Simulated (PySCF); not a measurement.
Molecule: SMILES C=CS(=O)(=O)O, C₂H₄O₃S.

Cartesian coordinates in Å; atom numbers follow the order of the lines, from 1:
```xyz
10

C     1.6046    0.4554   -0.1498
C     0.5814    0.1023    0.6212
S    -0.8166   -0.7135   -0.0750
O    -0.6479   -0.8140   -1.5140
O    -1.1337   -1.8492    0.7554
O    -1.9876    0.3767    0.2021
H     1.5765    0.2673   -1.2270
H     2.4913    0.9310    0.2768
H     0.5222    0.2366    1.7045
H    -2.0656    0.9306   -0.5899
```

Geometry PBE0-D3(BJ)/def2-SVP throughout; GIAO in PySCF, gas phase, one conformer, non-relativistic; equivalent atoms averaged; basis pcSseg-2.

Question: How do the absolute shieldings σ depend on the functional? (ppm; last column core-seconds on shared hosts with different chips, so compare them loosely; the GGAs took longer than the global hybrids here, which isn't the general rule, and the cause wasn't traced)

Answer: 
```
functional                    kind    C1    C2     S3  O4/O5     O6     H7     H9     H8    H10  core-s
        HF            Hartree–Fock  48.6  49.4  183.3  145.5  147.6  24.61  25.05  25.26  27.08      19
       LDA                     LDA  40.5  24.6  130.1   77.4   94.2  24.09  23.78  24.69  26.14      34
       PBE                     GGA  45.6  30.6  156.9   86.5  101.1  24.62  24.30  25.22  26.72      46
      BLYP                     GGA  42.2  25.9  135.8   84.6   97.3  24.86  24.57  25.50  26.94      44
      BP86                     GGA  45.8  30.7  151.7   86.2  100.8  24.68  24.38  25.29  26.77      43
      OPBE                     GGA  54.4  41.8  197.4   98.2  114.9  24.65  24.32  25.20  26.68      46
       KT2                     GGA  56.8  42.2  194.4   88.9  102.5  24.79  24.43  25.38  26.72      49
       KT3                     GGA  57.1  43.4  202.2   96.1  109.3  24.99  24.64  25.57  26.88      49
     B97-D                     GGA  49.8  35.1  159.0   93.5  106.9  24.90  24.62  25.52  26.86      47
     B3LYP           global hybrid  41.9  29.7  139.4   95.6  107.3  24.72  24.60  25.34  26.88      31
      PBE0           global hybrid  45.4  35.4  161.2  100.7  113.8  24.50  24.41  25.09  26.73      33
  mPW1PW91           global hybrid  44.7  34.8  156.9  100.2  113.6  24.56  24.48  25.15  26.78      38
      WP04           global hybrid  34.8  24.2  130.2   92.0  106.1  25.13  25.05  25.70  26.86      35
     B97-2           global hybrid  48.4  38.0  166.1  104.1  116.5  24.69  24.58  25.28  26.88      34
 BHandHLYP           global hybrid  43.0  36.2  150.3  113.7  122.4  24.60  24.71  25.22  26.92      33
 CAM-B3LYP  range-separated hybrid  40.8  30.7  139.0  102.5  113.7  24.52  24.53  25.15  26.83      46
   wB97X-D  range-separated hybrid  43.8  34.3  155.7  103.1  115.5  24.56  24.55  25.16  26.83      46
   LC-wPBE  range-separated hybrid  41.5  35.1  158.6  112.6  125.6  24.37  24.47  24.95  26.80      52
```

Question: Which nucleus moves most, in ppm?

Answer: S3 (sulfonyl sulfur): from 130.1 ppm with LDA to 202.2 ppm with KT3. The smallest spread is 0.94 ppm, at H10. Proton shifts span only some 12 ppm, so a few tenths of a ppm matter as much there as several ppm in carbon.
